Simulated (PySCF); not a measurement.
Species: C₄H₂FN.
SMILES: `C#C[C@@H](F)C#N`

Method: PBE0-D3(BJ)/def2-SVP geometry optimisation, gas phase (PySCF).

Masses are those of the commonest isotopes; rigid-rotor values at the optimised geometry. 

(1) Give the principal moments of inertia and the rotational constants in GHz.

(2) Classify the top.

(3) What does the inertial defect say?

(4) Give the coordinates in the principal-axis frame, origin at the centre of mass.

(5) Where do the levels up to J = 4 lie, in cm⁻¹?

(6) Which types of transition are allowed, and where do some lines up to J = 3 fall?

(7) Estimate the classical rotational partition function at 25 K, 100 K and 500 K.

Results:

(1) Ia = 87.17, Ib = 176.48, Ic = 250.94 u·Å²; 505379 MHz·u·Å²/I gives 5797, 2864 and 2014 MHz, that is A = 5.7973, B = 2.8637, C = 2.0140 GHz.

(2) An asymmetric top: κ = (2 × 2864 − 5797 − 2014)/(5797 − 2014) = -0.55.

(3) Not planar: Δ = Ic − Ia − Ib = -12.71 u·Å². For a rigid frame Δ = −2 Σ m c², so Σ m c² = 6.36 u·Å² lies off the ab plane: 2.45 from hydrogen and 3.91 from heavier atoms. The atom farthest from that plane is 1.51 Å away.

(4) The sense of each axis is arbitrary; atoms in the order of the calculation.
| atom | mass (u) | a (Å) | b (Å) | c (Å) |
| --- | --- | --- | --- | --- |
| C1 | 12.000 | 2.257 | 0.923 | 0.153 |
| C2 | 12.000 | 1.234 | 0.331 | -0.094 |
| C3 | 12.000 | 0.007 | -0.393 | -0.422 |
| F4 | 18.998 | -0.055 | -1.597 | 0.221 |
| C5 | 12.000 | -1.185 | 0.407 | -0.082 |
| N6 | 14.003 | -2.134 | 1.018 | 0.164 |
| H7 | 1.008 | 3.162 | 1.458 | 0.379 |
| H8 | 1.008 | -0.022 | -0.585 | -1.511 |

(5) Above 0(0,0):
J = 1: 1(0,1) 0.1627, 1(1,1) 0.2606, 1(1,0) 0.2889
J = 2: 2(0,2) 0.4828, 2(1,2) 0.5576, 2(1,1) 0.6427, 2(2,1) 0.9362, 2(2,0) 0.9415
J = 3: 3(0,3) 0.9508, 3(1,3) 1.0001, 3(1,2) 1.1696, 3(2,2) 1.4243, 3(2,1) 1.4498, 3(3,1) 1.9875, 3(3,0) 1.9882
J = 4: 4(0,4) 1.5568, 4(1,4) 1.5853, 4(1,3) 1.8644, 4(2,3) 2.0710, 4(2,2) 2.1411, 4(3,2) 2.6473, 4(3,1) 2.6517, 4(4,1) 3.4236, 4(4,0) 3.4237
Those of J = 1 are B + C, A + C and A + B.

(6) The dipole components are |μa| = 3.05 D, |μb| = 0.04 D, |μc| = 1.45 D. The squared components, which scale the intensities, stand as 1.00 : 0.00 : 0.22 (a : b : c). Some lines, for components of 0.1 D or more:

```
type  branch         J(Ka,Kc)    MHz  lower level (cm⁻¹)
   a       Q  1(1,0) ← 1(1,1)    850               0.261
   c       Q  2(1,2) ← 2(0,2)   2243               0.483
   a       Q  2(1,1) ← 2(1,2)   2549               0.558
   c       Q  1(1,1) ← 1(0,1)   2934               0.163
   a       R  1(0,1) ← 0(0,0)   4878               0.000
   a       Q  3(1,2) ← 3(1,3)   5079               1.000
   c       Q  3(2,2) ← 3(1,2)   7637               1.170
   c       R  1(1,0) ← 0(0,0)   8661               0.000
   c       Q  2(2,1) ← 2(1,1)   8801               0.643
   a       R  2(0,2) ← 1(0,1)   9596               0.163
   a       R  2(1,1) ← 1(1,0)  10605               0.289
   a       R  3(1,3) ← 2(1,2)  13267               0.558
   a       R  3(0,3) ← 2(0,2)  14029               0.483
   c       R  2(1,1) ← 1(0,1)  14388               0.163
   a       R  3(2,1) ← 2(2,0)  15237               0.942
   a       R  3(1,2) ← 2(1,1)  15797               0.643
   c       R  2(2,0) ← 1(1,0)  19565               0.289
   c       R  2(2,1) ← 1(1,1)  20256               0.261
   c       R  3(1,2) ← 2(0,2)  20589               0.483
   c       R  3(2,1) ← 2(1,1)  24197               0.643
   c       R  3(2,2) ← 2(1,2)  25983               0.558
   c       R  3(3,0) ← 2(2,0)  31377               0.942
```

(7) Point group C1, symmetry number σ = 1; q = (√π/σ)·√((kT/h)³/(ABC)), k/h = 20836.6 MHz/K: 3640 at 25 K, 29200 at 100 K, 326000 at 500 K.

Whether it is a minimum is left open (no frequencies). Zero-point vibration and centrifugal distortion are left out. Quadrupole hyperfine structure (14N) is left out.

Time: 18 s of wall time; peak memory 0.38 GiB. Hardware: one thread, Arm Neoverse V1 (aarch64) (shared host). These figures are those of the optimisation.
